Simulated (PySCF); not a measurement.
AlF: energy against distance

Set-up: basis Al def2-TZVPPD, F def2-TZVPPD; no relativity; PySCF 2.14. Energies in eV from Al + F in their ground configurations at the same level. State: ¹Σ⁺ (singlet), closed shell.

Curves on a restricted Hartree–Fock reference rise too fast on stretching and do not dissociate correctly.

All columns are RHF. A positive dipole means Al(−)F(+).

```csv
R (Å),E (eV),μ (D),Mulliken charge on Al (basis-dependent),HOMO (eV),LUMO (eV),Mayer bond order,⟨S²⟩
1.437,-4.242,-0.14,0.32,-8.71,1.47,0.96,0.00
1.504,-4.797,-0.48,0.31,-8.85,1.38,0.93,0.00
1.571,-5.073,-0.85,0.33,-8.99,1.29,0.86,0.00
1.621,-5.150,-1.14,0.35,-9.10,1.21,0.81,0.00
1.671,-5.146,-1.44,0.38,-9.22,1.14,0.75,0.00
1.721,-5.081,-1.75,0.41,-9.33,1.07,0.69,0.00
1.788,-4.928,-2.18,0.45,-9.49,0.96,0.62,0.00
1.871,-4.666,-2.75,0.51,-9.69,0.84,0.53,0.00
1.972,-4.295,-3.45,0.57,-9.92,0.68,0.45,0.00
2.106,-3.766,-4.41,0.65,-10.22,0.48,0.36,0.00
```

A fit through these points gives, at Re = 1.642 Å, μ = -1.27 D and dμ/dR = -6.00 D/Å; the reduced mass is 11.15 u.

**Question.** How strong is the fundamental in the double-harmonic approximation, I = 42.26·(dμ/dR)²/μred km/mol?

**Answer.** I = 42.26·(-6.00)²/11.15 = 136 km/mol at RHF.

Where the molecule has an RHF reference, its open-shell atoms are computed with UHF. Hartree–Fock leaves out correlation, which carries a large part of most bond energies and some tenths to 1 eV of ionisation energies.
